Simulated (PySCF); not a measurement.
Isomers of C6H4N4, mass 132.044 u with the commonest isotopes. Method used: CAM-B3LYP/def2-SVPD in PySCF (dipole) on a GFN2-xTB geometry, gas phase. One conformer each, none proved a minimum here; rigid rotors.

Question: Order these by dipole moment, largest first.
A. 1,4,5,8-tetraazanaphthalene, `C1=CN=C2N=CC=NC2=N1`
B. `[CH:1]#[C:2][CH2:3][n:4]1[cH:5][c:6]([C:7]#[N:8])[n:9][n:10]1` with C2–C3–N4–C5 -50°
C. `[CH2:1]=[CH:2][c:3]1[n:4][cH:5][n:6][c:7]([C:8]#[N:9])[n:10]1` with C1–C2–C3–N4 180°

Answer: B (7.06 D), C (4.22 D), A (0.00 D).

Question: Order these by rotational constant B, largest first.
A. 1,4,5,8-tetraazanaphthalene, `c1cnc2nccnc2n1`
B. `[CH:1]#[C:2][CH2:3][n:4]1[cH:5][c:6]([C:7]#[N:8])[n:9][n:10]1` with C2–C3–N4–C5 -50°
C. `[CH2:1]=[CH:2][c:3]1[n:4][cH:5][n:6][c:7]([C:8]#[N:9])[n:10]1` with C1–C2–C3–N4 180°

Answer: A (1403 MHz), C (1098 MHz), B (793.2 MHz).

Question: Order these by rotational constant C, largest first.
A. `c1cnc2nccnc2n1` (1,4,5,8-tetraazanaphthalene)
B. `[CH:1]#[C:2][CH2:3][n:4]1[cH:5][c:6]([C:7]#[N:8])[n:9][n:10]1` with C2–C3–N4–C5 -50°
C. `[CH2:1]=[CH:2][c:3]1[n:4][cH:5][n:6][c:7]([C:8]#[N:9])[n:10]1` with C1–C2–C3–N4 180°

Answer: A (984.2 MHz), C (756.3 MHz), B (667.8 MHz).

```json
{"SMILES": "c1cnc2nccnc2n1", "point group": "D2h", "Ia (u·Å²)": "153.30", "Ib (u·Å²)": "360.21", "Ic (u·Å²)": "513.51", "κ": "-0.64", "μa (D)": "0.00", "μb (D)": "0.00", "μc (D)": "0.00"}
{"SMILES": "C#CCn1cc(C#N)nn1", "point group": "C1", "Ia (u·Å²)": "153.44", "Ib (u·Å²)": "637.11", "Ic (u·Å²)": "756.77", "κ": "-0.90", "μa (D)": "6.68", "μb (D)": "1.39", "μc (D)": "1.81"}
{"SMILES": "C=Cc1ncnc(C#N)n1", "point group": "Cs", "Ia (u·Å²)": "208.01", "Ib (u·Å²)": "460.18", "Ic (u·Å²)": "668.19", "κ": "-0.59", "μa (D)": "4.10", "μb (D)": "1.02", "μc (D)": "0.00"}
```
